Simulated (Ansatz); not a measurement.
**Si₂ (triplet): from Hartree-Fock to the top rungs at distance Si1–Si2 = 2.533 Å, cc-pVDZ**

An exercise on one series of results from a longer session: the logs are not shown, and one member is left open.

Program: Ansatz 0.2.0, Gaussian basis. Level of theory: cc-pVDZ, core rule «outside noble gas», up to 10 orbitals frozen. These are calculated values, not measurements.

The runs, in order: UHF; CCSD(T) on ROHF; CCSD(T) on UHF; BCCD(T) on ROHF; CISD; CCSDT(Q) on ROHF; CCSDT(Q) on UHF; CASSCF and MRCISD+Q, 4 electrons in 4 orbitals; CASSCF and NEVPT2, 4 electrons in 4 orbitals; CASSCF and MRCISD+Q, 8 electrons in 8 orbitals; CASSCF and NEVPT2, 8 electrons in 8 orbitals.

24 further runs of the same task are left out: 1 for a mislabelled method, 20 that didn't finish, 3 set aside as unsound or not needed.

**The system**

The geometry derives from a PBE0/def2-TZVP stationary point (not a proven minimum). One bond is set to the value named and the two fragments are kept rigid.

2 atoms, charge 0, spin multiplicity 3.

Atoms are counted from 1 here; the program's logs count them from 0.

No contacts short enough for the rule that draws bonds.

Coordinates:

```xyz
2
Si2
Si    0.00000    0.00000    0.00000
Si    0.00000    0.00000    2.53300
```

The first run:

Contents of in.yaml:

```yaml
crystal:
  periodic: [false, false, false]
  atoms:
    - {symbol: Si, position_ang: [0.000000, 0.000000, 0.000000]}
    - {symbol: Si, position_ang: [0.000000, 0.000000, 2.533000]}
basis:
  gaussian: {orbitals: cc-pVDZ}
magnetization: {spin_polarized: true, initial_magnetization: 2}
hamiltonian: {xc: hf}
output: {orbitals: {seedname: orbitals}}
```

On the command line:

```
ansatz run in.yaml --threads 1 --pin off --events-out ev --progress --plain --max-ram 2393MiB
```

Steps of the session up to this table: UHF; CCSD(T) on ROHF; CCSD(T) on UHF; BCCD(T) on ROHF; CISD; CCSDT(Q) on ROHF; CCSDT(Q) on UHF; CASSCF and MRCISD+Q, 4 electrons in 4 orbitals; CASSCF and NEVPT2, 4 electrons in 4 orbitals; CASSCF and MRCISD+Q, 8 electrons in 8 orbitals; CASSCF and NEVPT2, 8 electrons in 8 orbitals.

One of the session's tables, all rows but one given; the rest of the session is left out.

```
          method  from UCCSDT(Q) (kcal/mol)
            ROHF                    +114.66
             UHF                    +111.68
            RMP2                     +27.41
            UMP2                     +27.81
            CISD                     +16.38
           RCCSD                      +7.77
           UCCSD                      +7.69
        RCCSD(T)                      +1.79
        UCCSD(T)                      +1.81
         BCCD(T)                      +1.82
          RCCSDT                          ?
          UCCSDT                      +0.59
       RCCSDT(Q)                      +0.01
       UCCSDT(Q)                          0
  CASSCF valence                     +73.83
  NEVPT2 valence                     +17.37
  MRCISD valence                      +5.22
MRCISD+Q valence                      -0.75
```

Q: Estimate the row for RCCSDT from the others.

The run gave: from UCCSDT(Q) (kcal/mol): +0.60. In the column «from UCCSDT(Q) (kcal/mol)» it lies between UCCSDT (+0.59) and RCCSD(T) (+1.79).

Left out of the table: CASSCF pair, NEVPT2 pair, MRCISD pair, MRCISD+Q pair (the active space lost an orbital or holds another state than full CI finds).

To keep in mind: Restricted and unrestricted rows rest on different reference determinants; where their highest levels disagree by more than a few hundredths of an eV, they describe different states and don't form one ladder. Warnings in the runs' records: passed over end.
